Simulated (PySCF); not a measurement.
Compound: isopropyl formate, C4H8O2.
Z-matrix (Å and degrees, PBE0-D3(BJ)/def2-SVP geometry), rows numbered from 1:
```
C 
C   1  1.5157
C   2  1.5116  1  113.80
O   2  1.4430  1  109.46  3  -118.78
C   4  1.3276  2  117.46  1   -83.64
O   5  1.1985  4  126.29  2    -0.15
H   1  1.1002  2  110.16  3   -59.92
H   1  1.0989  2  110.66  3  -179.33
H   1  1.1009  2  110.54  3    59.79
H   2  1.1018  1  109.20  3   124.07
H   3  1.0994  2  110.76  1  -179.29
H   3  1.1007  2  110.67  1   -59.15
H   3  1.0997  2  110.21  1    60.73
H   5  1.1109  4  109.11  2  -179.83
```

The closed-shell ground state was solved at several levels (PySCF, density fitting, gas phase, non-relativistic).

```csv
level,basis functions,HOMO (eV),LUMO (eV),gap (eV),dipole (D)
wB97X-D/def2-SVPD,190,-10.23,1.94,12.17,2.19
mPW1PW91/pcSseg-2,328,-8.25,0.07,8.32,2.15
B3LYP/pcJ-1,242,-7.89,-0.05,7.84,2.07
```

What might PBE0/pcSseg-1 (142 basis functions) give for the same quantities?

HOMO -8.16 eV, LUMO 0.25 eV, gap 8.41 eV, dipole 2.09 D.

Over all these levels, which gives the widest orbital gap and which the narrowest?

wB97X-D/def2-SVPD (range-separated hybrid) has the widest, 12.17 eV, and B3LYP/pcJ-1 (global hybrid, 20 % exact exchange) the narrowest, 7.84 eV. Functional and basis both differ between the two, so the spread mixes both effects.

How far do the dipole and the HOMO energy spread over the levels?

The dipole runs from 2.07 to 2.19 D (mean 2.13 D) and the HOMO from -10.23 to -7.89 eV.

One conformer stands for the species.
